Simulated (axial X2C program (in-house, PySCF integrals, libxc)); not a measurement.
# Nuclear properties of SiF⁻

Computed with an axial X2C code built on PySCF integrals: two-component X2C with atomic mean-field Coulomb and Gaunt terms, Gaussian nuclei, basis Si dyall-av3z, F dyall-av3z with contracted cores.

R = 1.702 Å (near the PBE0 minimum at charge -1 of the determinant lowest at the starting distance; the state shown can have its own minimum elsewhere).

Determinant lowest in the PBE0 search, Ω = 1 (⟨Sz⟩ = 1.00, ⟨Lz⟩ = 0.00 at PBE0), spin on the atoms Si 1.03, F -0.03:

| level | Eeff magnitude (GV/cm) | Ws magnitude Si (kHz) | A∥/gI Si (MHz) | qzz Si (a.u.) | A∥/gI F (MHz) | qzz F (a.u.) |
| --- | --- | --- | --- | --- | --- | --- |
| PBE0 | 0.0268 | 0.0107 | -118 | 0.24 | -7.44 | 1.05 |
| HF | 0.0597 | 0.024 | -107 | 0.25 | 19.1 | 1.11 |
| PBE | 0.0197 | 0.00776 | -116 | 0.20 | -14.7 | 1.02 |
| BP86 | 0.0178 | 0.00706 | -95.4 | 0.20 | -15 | 1.00 |
| BHandHLYP | 0.0257 | 0.0104 | -91.6 | 0.30 | 0.0396 | 1.05 |

Determinant 0.67 eV from it at PBE0 and this distance, Ω = 0 (closed shell), highest spinor 83% Si p, 9% F p, 4% Si d:

| level | qzz Si (a.u.) | qzz F (a.u.) |
| --- | --- | --- |
| PBE0 | 0.16 | 1.02 |
| HF | 0.13 | 1.07 |
| PBE | 0.13 | 0.97 |
| BP86 | 0.13 | 0.96 |
| BHandHLYP | 0.18 | 1.03 |

Eeff is the effective electric field on the electron electric dipole moment in this Ω state and Ws the scalar–pseudoscalar constant of the nucleus named (defined with the proton number Z and per Ω); A∥ (defined per Ω) follows by multiplying with gI = μI/(I μN); qzz is the electric field gradient, eQq0 = 234.96 MHz × Q/barn × qzz. The operators were transformed with the bare-nucleus X2C matrices; with these basis sets, hyperfine constants and field gradients can be off by tens of per cent, and where levels differ in sign neither size nor sign is settled.

Question: With gI(29Si) = -1.1106 (g factors from the IAEA table of nuclear moments by Stone), turn the PBE0 values of the first state into constants in MHz.

Answer: A∥(29Si) = -118 × -1.1106 = 131 MHz.

Each state is one determinant with collinear spin, which with several unpaired electrons need not be a pure state. Unrestricted Hartree–Fock can overshoot spin polarisation at the nuclei. For an anion, determinants above electron detachment, or with a positive highest level, are held by the basis set. A closed determinant beside an open π² or δ² triplet, such as (π1/2)², mixes with its partner pair into the 0⁺ component of the triplet and ¹Σ⁺, so its energy is not that of a level, and 0⁺ can lie lowest. With several open shells hyperfine constants can be off by a factor of several. Where Eeff spreads by more than a factor of two the levels disagree and none is to be relied on. Open-shell Ω = 0 determinants with evenly filled partner blocks cannot be reached by this program, so the Ω shown need not be the lowest component. The search compared states at one distance, so a state with another bond length can lie lower. Further determinants of the search, some of them spin-mixed, are not shown. Where a field gradient or hyperfine factor spreads by more than a factor of two over the levels, a constant derived from it is not to be relied on. PBE0 term energies can be off by some tenths of an eV.
